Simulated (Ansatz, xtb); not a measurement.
# Two isomers of C4H9F

Structure a: `CC(C)(C)F`, a singlet. Structure b: `CC[C@@H](C)F`, a singlet. Both are isolated molecules in the gas phase, relaxed with B3LYP-D3(BJ)/def2-SVP, each in the lowest conformer that the search found.

Quicker runs give these differences E(b) − E(a): GFN2-xTB +13.7 kJ/mol; HF/STO-3G +8.9 kJ/mol (at GFN2-xTB geometries); r2SCAN-D4/def2-SVP +18.2 kJ/mol (at GFN2-xTB geometries).

Question: Estimate E(b) − E(a) at the level CCSD(T)/def2-SVP + ΔMP2/def2-TZVPP.

Answer: Calculated at CCSD(T)/def2-SVP + ΔMP2/def2-TZVPP: E(b) − E(a) = +18.5 kJ/mol, so structure a lies lower.

How the difference moves with the method:

```
                             level               geometry  E(b) − E(a) (kJ/mol)  departure from the last row (kJ/mol)  job, with rough time for the two
                          GFN2-xTB               GFN2-xTB                   +13.7                                  −4.8             optimisation, 0.084 s
                         HF/STO-3G               GFN2-xTB                    +8.9                                  −9.5              single point, 0.28 s
                r2SCAN-D4/def2-SVP               GFN2-xTB                   +18.2                                  −0.3               single point, 4.3 s
             B3LYP-D3(BJ)/def2-SVP  B3LYP-D3(BJ)/def2-SVP                   +14.2                                  −4.3                optimisation, 30 s
                       HF/def2-SVP  B3LYP-D3(BJ)/def2-SVP                   +11.5                                  −7.0           part of the CCSD(T) run
                      MP2/def2-SVP  B3LYP-D3(BJ)/def2-SVP                   +18.1                                  −0.4           part of the CCSD(T) run
                  CCSD(T)/def2-SVP  B3LYP-D3(BJ)/def2-SVP                   +17.2                                  −1.3                      single point
CCSD(T)/def2-SVP + ΔMP2/def2-TZVPP  B3LYP-D3(BJ)/def2-SVP                   +18.5                                                      single point, 44 s
```

As drawn, both hold the same kinds of bond in the same numbers. Structure a has 3 methyl groups, b 2.

The levels shown agree on the order. The largest departure from CCSD(T)/def2-SVP + ΔMP2/def2-TZVPP is that of HF/STO-3G, 9.5 kJ/mol. The last row adds to CCSD(T) the change of the MP2 difference between the two basis sets, here +1.3 kJ/mol.

With thermal terms from frequencies at re-optimised GFN2-xTB minima (ideal gas, soft modes damped towards free rotors, one conformer each, 298.15 K, 1 atm): the zero-point term adds +2.5 kJ/mol; ΔH is +20.5 and ΔG +17.3 kJ/mol.

The correlated steps freeze 5 core orbitals. Mirror images aren't counted in ΔG. Codes used: Ansatz 0.2.0, xtb 6.7.1; the last row on 2 threads of Arm Neoverse V2 on a shared host.
